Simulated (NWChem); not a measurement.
A series in which one site is exchanged, each optimised at PBE0/def2-SVP with NWChem, gas phase unless a solvent is named. def2 effective core potentials on Rb, Ag, Cs; no spin-orbit coupling.

A: [Cl][Ag] (AgCl; site = Ag)
B: [Cl][Rb] (RbCl; site = Rb)
C: [Cl][Cs] (CsCl; site = Cs)
D: [Na][Cl] (NaCl; site = Na)

### Question
Rank them by vertical ionisation energy, ΔSCF, CAM-B3LYP/def2-SVP (eV), lowest first.

### Answer
C (8.30), B (8.48), D (9.09), A (9.93)
